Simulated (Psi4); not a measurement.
# O2 (oxygen): UB3LYP/6-31G(d) (spherical functions)

What is the vertical electron affinity of O2 (oxygen) at UB3LYP/6-31G* (spherical functions)? 

The results are computed with Psi4 1.11.

## (1) The structure to begin with

The species is O2 (2 atoms), meant as a triplet with charge 0. SMILES: `O=O`. The coordinates come from a PBE0-D4/def2-TZVP relaxation.

Bond lengths: O1–O2 1.193 Å.

## (2) Energy and forces at UB3LYP/6-31G(d) (spherical functions)

o2.py reads:

```python
import psi4

psi4.set_memory('2200 MB')
psi4.set_num_threads(1)
psi4.core.set_output_file('psi4.out', False)

m = psi4.geometry("""
0 3
O
O 1 1.192806
symmetry c1
""")

psi4.set_options({
    'reference': 'uks',
    'puream': True,
    'e_convergence': 1e-09,
    'd_convergence': 1e-08,
    'scf_type': 'pk',
    'dft_radial_points': 99,
    'dft_spherical_points': 590,
    'maxiter': 100,
})

energy_value, wavefunction = psi4.gradient('b3lyp/6-31G*', return_wfn=True)
psi4.oeprop(wavefunction, 'WIBERG_LOWDIN_INDICES', 'DIPOLE', 'LOWDIN_CHARGES', title='B3LYP')
print('gradient / Eh bohr^-1')
print(energy_value.np.round(6))
print(f'energy = {wavefunction.energy():.10f} Eh')
```

Command:

```sh
$ python o2.py
```

psi4.out:

```text
[...]
  Running in c1 symmetry.
[...]
  Nuclear repulsion =   28.393000607709887
[...]
  Multiplicity = 3
[...]
  Nalpha       = 9
  Nbeta        = 7
[...]
    Number of basis functions: 28
[...]
   @UKS iter   1:  -150.29976998139097   -3.18210e-01   6.91345e-03 ADIIS/DIIS
[...]
   @UKS iter   8:  -150.31589089224116   -2.27374e-13   2.20342e-09 DIIS
[...]
   @S^2 Observed:                2.006399030E+00
[...]
    Orbital Energies [Eh]
    ---------------------
    Alpha Occupied:
       1A    -19.302352     2A    -19.302350     3A     -1.318725
       4A     -0.829979     5A     -0.566051     6A     -0.566051
       7A     -0.549152     8A     -0.300088     9A     -0.300088
    Alpha Virtual:
      10A      0.225944    11A      0.747745    12A      0.776102
      13A      0.776102    14A      0.847025    15A      0.887600
      16A      0.896915    17A      0.896915    18A      1.432426
      19A      1.497904    20A      1.497904    21A      1.505395
      22A      1.505395    23A      1.903585    24A      1.903585
      25A      2.487408    26A      2.558461    27A      2.558461
[...]
  @UKS Final Energy:  -150.31589089224116
   => Energetics <=
    Nuclear Repulsion Energy =             28.3930006077098867
    One-Electron Energy =                -262.4969162284045296
    Two-Electron Energy =                  97.5743511314842067
    DFT Exchange-Correlation Energy =     -13.7863264030307704
    Empirical Dispersion Energy =           0.0000000000000000
    VV10 Nonlocal Energy =                  0.0000000000000000
    Total Energy =                       -150.3158908922412138
[...]
  -Total Gradient:
     Atom            X                  Y                   Z
    ------   -----------------  -----------------  -----------------
       1        0.000000000000    -0.000000000000     0.036225671861
       2        0.000000000000    -0.000000000000    -0.036225671861
[...]
 Multipole Moments:
 ------------------------------------------------------------------------------------
     Multipole            Electronic (a.u.)      Nuclear  (a.u.)        Total (a.u.)
 ------------------------------------------------------------------------------------
 L = 1.  Multiply by 2.5417464519 to convert [e a0] to [Debye]
 Dipole X            :         -0.0000000            0.0000000           -0.0000000
 Dipole Y            :         -0.0000000            0.0000000           -0.0000000
 Dipole Z            :          0.0000000            0.0000000            0.0000000
 Magnitude           :                                                    0.0000000
[...]
```

On the terminal:

```text
gradient / Eh bohr^-1
[[ 0.       -0.        0.036226]
 [ 0.       -0.       -0.036226]]
energy = -150.3158908922 Eh
```

It took 13 s on 1 thread of Intel Xeon at 2.50GHz (Skylake/Cascade Lake), shared host; peak memory 0.29 GiB.

## (3) The doublet anion at the same level

input.in reads:

```
memory 2200 mb

molecule {
  -1 2
  O      0.509550    -0.164850     0.262450
  O     -0.509550     0.164850    -0.262450
  symmetry c1
}

set reference uks
set puream true
set e_convergence 1e-09
set d_convergence 1e-08
set scf_type pk
set dft_radial_points 99
set dft_spherical_points 590
set maxiter 100

e, wfn = gradient('b3lyp/6-31G*', return_wfn=True)
oeprop(wfn, 'DIPOLE', 'QUADRUPOLE', 'WIBERG_LOWDIN_INDICES', title='B3LYP')
```

Command:

```sh
$ psi4 input.in input.out -n 1
```

input.out:

```text
[...]
  Running in c1 symmetry.
[...]
  Nuclear repulsion =   28.392993060744768
[...]
  Multiplicity = 2
[...]
  Nalpha       = 9
  Nbeta        = 8
[...]
    Number of basis functions: 28
[...]
   @UKS iter   1:  -150.15195708031493   -1.70398e-01   1.89285e-02 DIIS/ADIIS
[...]
   @UKS iter   8:  -150.26552525622256   -7.58860e-12   7.73385e-09 DIIS
[...]
   @S^2 Observed:                7.524145355E-01
[...]
    Orbital Energies [Eh]
    ---------------------
    Alpha Occupied:
       1A    -18.803208     2A    -18.803205     3A     -0.844461
       4A     -0.369935     5A     -0.123662     6A     -0.102505
       7A     -0.083297     8A      0.145901     9A      0.189518
    Alpha Virtual:
      10A      0.655303    11A      1.127875    12A      1.165066
      13A      1.194170    14A      1.221499    15A      1.271299
      16A      1.297535    17A      1.299095    18A      1.825742
      19A      1.922903    20A      1.945368    21A      1.945583
      22A      1.952176    23A      2.344829    24A      2.345070
      25A      2.933338    26A      2.973797    27A      3.004510
[...]
  @UKS Final Energy:  -150.26552525622256
   => Energetics <=
    Nuclear Repulsion Energy =             28.3929930607447680
    One-Electron Energy =                -269.6484695294741414
    Two-Electron Energy =                 105.1414701009284585
    DFT Exchange-Correlation Energy =     -14.1515188884216752
    Empirical Dispersion Energy =           0.0000000000000000
    VV10 Nonlocal Energy =                  0.0000000000000000
    Total Energy =                       -150.2655252562225883
[...]
  -Total Gradient:
     Atom            X                  Y                   Z
    ------   -----------------  -----------------  -----------------
       1       -0.230563433134    -0.000000000000     0.000000000000
       2        0.230563433134     0.000000000000    -0.000000000000
[...]
 Multipole Moments:
 ------------------------------------------------------------------------------------
     Multipole            Electronic (a.u.)      Nuclear  (a.u.)        Total (a.u.)
 ------------------------------------------------------------------------------------
 L = 1.  Multiply by 2.5417464519 to convert [e a0] to [Debye]
 Dipole X            :          0.0000000            0.0000000            0.0000000
 Dipole Y            :         -0.0000000            0.0000000           -0.0000000
 Dipole Z            :         -0.0000000            0.0000000           -0.0000000
 Magnitude           :                                                    0.0000000
 L = 2.  Multiply by 1.3450342976 to convert [e a0^2] to [Debye ang]
 Quadrupole XX       :        -31.0856423           20.3234572          -10.7621851
 Quadrupole XY       :          0.0000000           -0.0000000           -0.0000000
[...]
```

It took 13 s on 1 thread of Intel Xeon at 2.50GHz (Skylake/Cascade Lake), shared host; peak memory 0.29 GiB.

## (4) Summary of results

At UB3LYP/6-31G* (spherical functions):

| quantity | value |
| --- | --- |
| triplet O2: total energy | -150.31589 Eh |
| triplet O2: dipole moment | 0.00 D |
| triplet O2: HOMO energy (highest over α and β) | -8.17 eV |
| triplet O2: LUMO energy (lowest over α and β) | -2.84 eV |
| triplet O2: ⟨S²⟩ | 2.006 |
| triplet O2: largest force on an atom | 1.863 eV/Å |
| doublet anion: total energy | -150.26553 Eh |
| doublet anion: HOMO energy (highest over α and β) | 5.58 eV |
| doublet anion: LUMO energy (lowest over α and β) | 8.57 eV |
| doublet anion: ⟨S²⟩ | 0.752 |
| doublet anion: largest force on an atom | 11.856 eV/Å |
| vertical electron affinity (to the doublet anion) | -1.371 eV |

In words: The anion lies 1.37 eV (132 kJ/mol) above the neutral: the electron isn't bound at this level, and such a value depends on the basis. Without diffuse functions anions come out too high. The largest force (triplet O2) is 1.86 eV/Å: the shape isn't a stationary point for this species at this level. The HOMO (doublet anion) lies at positive energy, 5.58 eV; only total energies tell whether the electron is bound.
